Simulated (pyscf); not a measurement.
## Routes from HO–BH–OH (SMILES OBO) + HF (SMILES F)

Candidate steps break at most two bonds and form at most two. Each was searched with GFN2-xTB (tblite) first. Structures and frequencies: ωB97X-D3(BJ)/def2-SVP in PySCF. MP2 and CC: frozen core, UHF for open shells. ΔMP2 is the change of the MP2 total energy from the triple- to the quadruple-zeta basis. Energies: CCSD(T)/def2-TZVPP + ΔMP2(QZVPP), kJ/mol, from the separated reactants, singlet surface.

```json
[
 {"products": "H₂O + HO–BH–F", "type": "four-centre exchange", "ΔE‡": "83.8", "ΔE": "-14.4", "ΔG‡ 298 K": "120.7", "ΔG‡ 900 K": "206.6", "ν‡ (cm⁻¹)": "985i"},
 {"products": "HO–BH–OH + HF", "type": "four-centre exchange", "ΔE‡": "174.7", "ΔE": "0.0", "ΔG‡ 298 K": "201.4", "ΔG‡ 900 K": "280.0", "ν‡ (cm⁻¹)": "2131i"}
]
```

Row 1: On the reactant side the descent ends in a bound adduct, 40.1 kJ/mol under the separated species and 113.3 kJ/mol under the saddle at ωB97X-D3(BJ)/def2-TZVP. Row 2: On the reactant side the descent ends in a complex, 18.5 kJ/mol under the separated species and 179.2 kJ/mol under the saddle at ωB97X-D3(BJ)/def2-TZVP. On the product side the descent ends in a bound adduct, 40.1 kJ/mol under the separated species and 200.8 kJ/mol under the saddle at ωB97X-D3(BJ)/def2-TZVP. 

Plain bond fissions and candidates not yet searched are not listed, and one of them may be faster. Each barrier is that of the saddle found; lower ones may exist. The CCSD(T) − MP2 part came from Ansatz, without density fitting, on the same reference.
